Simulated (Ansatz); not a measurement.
**AlPH (doublet): the correlation ladder at scale of all distances = 1.098, 6-31G**

Aim: climb from Hartree-Fock through coupled cluster and multireference methods for AlPH (doublet) at one geometry and basis, and see what each rung misses.

The runs use Ansatz 0.2.0, Gaussian basis; 6-31G, core rule «outside noble gas», up to 10 orbitals frozen.

The runs, in order: UHF; CCSD(T) on ROHF; CCSD(T) on UHF; BCCD(T) on ROHF; CISD; CCSDT(Q) on ROHF; CCSDT(Q) on UHF; CISDTQ; CCSDTQ on ROHF; CASSCF and MRCISD+Q, 3 electrons in 3 orbitals; CASSCF and NEVPT2, 3 electrons in 3 orbitals; CASSCF and MRCISD+Q, 9 electrons in 9 orbitals; CASSCF and NEVPT2, 9 electrons in 9 orbitals; Full CI.

23 further runs of the same task are left out: 1 for a mislabelled method, 19 that didn't finish, 3 set aside as unsound or not needed.

## Step 1: The system

The geometry derives from a PBE0/def2-TZVP stationary point (not a proven minimum). All distances are scaled together.

3 atoms, charge 0, spin multiplicity 2.

Atoms are counted from 1 here; the program's logs count them from 0.

Bond lengths: Al1–P2 2.354 Å, Al1–H3 1.736 Å. Angles: P2–Al1–H3 180.0°.

Coordinates:

```
Al    0.0000    0.0000    0.2060
P     0.0000    0.0000   -2.1483
H     0.0000    0.0000    1.9424
```

## Step 2: UHF

The input, in.yaml:

```yaml
crystal:
  periodic: [false, false, false]
  atoms:
    - {symbol: Al, position_ang: [0.000000, 0.000000, 0.205985]}
    - {symbol: P, position_ang: [0.000000, 0.000000, -2.148347]}
    - {symbol: H, position_ang: [0.000000, 0.000000, 1.942362]}
basis:
  gaussian: {orbitals: 6-31G}
magnetization: {spin_polarized: true, initial_magnetization: 1}
hamiltonian: {xc: hf}
output: {orbitals: {seedname: orbitals}}
```

Started as:

```console
> ansatz run in.yaml --threads 1 --pin off --events-out ev --progress --plain --max-ram 2393MiB
```

After this run come: CCSD(T) on ROHF; CCSD(T) on UHF; BCCD(T) on ROHF; CISD; CCSDT(Q) on ROHF; CCSDT(Q) on UHF; CISDTQ; CCSDTQ on ROHF; CASSCF and MRCISD+Q, 3 electrons in 3 orbitals; CASSCF and NEVPT2, 3 electrons in 3 orbitals; CASSCF and MRCISD+Q, 9 electrons in 9 orbitals; CASSCF and NEVPT2, 9 electrons in 9 orbitals; Full CI.

Q: Predict the results of all the runs planned. Wanted: FCI below the RHF energy; RMP2 from FCI; UMP2 from FCI; RCCSD from FCI; RCCSD(T) from FCI; UCCSD(T) from FCI; RCCSDT(Q) from FCI; UCCSDT(Q) from FCI; MRCISD+Q pair from FCI.

The runs gave:

| quantity | value |
| --- | --- |
| FCI below the RHF energy | -2.9895 eV |
| RMP2 from FCI | +806.0 meV |
| UMP2 from FCI | +1066.6 meV |
| RCCSD from FCI | +177.1 meV |
| RCCSD(T) from FCI | +47.8 meV |
| UCCSD(T) from FCI | +68.0 meV |
| RCCSDT(Q) from FCI | +2.7 meV |
| UCCSDT(Q) from FCI | -6.5 meV |
| MRCISD+Q pair from FCI | +12.2 meV |
| NEVPT2 valence from FCI | +226.2 meV |
| MRCISD+Q valence from FCI | +6.3 meV |
| levels within 1 kcal/mol (43 meV) | RCCSDT, UCCSDT, CISDTQ, RCCSDT(Q), UCCSDT(Q), RCCSDTQ, MRCISD+Q pair, MRCISD valence, MRCISD+Q valence |
| T1 diagnostic | 0.052 |
| effectively unpaired electrons | 1.17 |

**Reading.** RCCSD(T) misses by +47.8 meV, 1.6 % of the correlation energy. CCSD(T) misses by +47.8 meV on the restricted determinant and by +68.0 meV on the unrestricted one; the two need not hold the same state or core. UCCSDT(Q) falls below full CI: unrestricted runs freeze a spin-polarised core, another one than full CI's, and coupled cluster isn't variational. The occupations are near whole numbers, but T1 = 0.052 shows that the orbitals relax strongly. Of the multireference levels listed MRCISD+Q valence comes nearest in total energy (+6.3 meV), which doesn't show that its space is the better one. These misses are within one basis, not against nature; the frozen cores of restricted and unrestricted runs differ, which can shift their rows.
